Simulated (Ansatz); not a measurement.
SeBr⁻, triplet: reading a ladder of total energies

Geometry: that of the SeBr⁻, singlet, kept fixed. The singlet lies 1.6 eV lower here.

```xyz
2

Se    0.0000    0.0000    0.0000
Br    0.0000    0.0000    2.3810
```

Basis aug-cc-pVDZ; Ansatz 0.2.0. Correlated methods freeze the noble-gas cores and the filled d shells of p-block atoms, which leaves 14 electrons in 44 orbitals. R marks a restricted (for open shells ROHF) determinant, U an unrestricted one. No spin–orbit coupling is included, and no scalar relativity.

Full CI isn't at hand for all of this; UCCSDT(Q) serves as the reference, and is uncertain by the last step of the cluster series or more.

UCCSD has a T1 diagnostic of 0.022 and a largest doubles amplitude of 0.03.

Runs differ by some tens of microhartree through their thresholds and, for an open shell, their frozen cores, so steps under 0.03 kcal/mol mean nothing.

Here the R and U totals at CCSDT(Q) differ by 0.14 kcal/mol, a measure of how far such totals hang on the determinant and its frozen core.

| level | total energy (hartree) |
| --- | --- |
| UHF | -4972.222780 |
| UMP2 | -4972.453159 |
| UCCSD | -4972.476691 |
| UCCSD(T) | -4972.484589 |
| UCCSDT | -4972.485475 |
| UCCSDT(Q) | -4972.486117 |

Question: What is the correlation energy at UCCSDT(Q), and what share of it do UMP2 and UCCSD recover?

Answer: E(corr) = -4972.486117 − (-4972.222780) = -0.263337 hartree = -7.166 eV. UMP2: -0.230379 / -0.263337 = 87.48 %. UCCSD: -0.253911 / -0.263337 = 96.42 %.

Question: By how many kcal/mol does UCCSD(T) miss UCCSDT(Q) (1 hartree = 627.509 kcal/mol), and which steps make up the rest?

Answer: -4972.484589 − (-4972.486117) = 0.001528 hartree = 0.96 kcal/mol. Steps: UCCSDT − UCCSD(T) = -0.56, UCCSDT(Q) − UCCSDT = -0.40 kcal/mol. Differences between like states or geometries often cancel part of this.
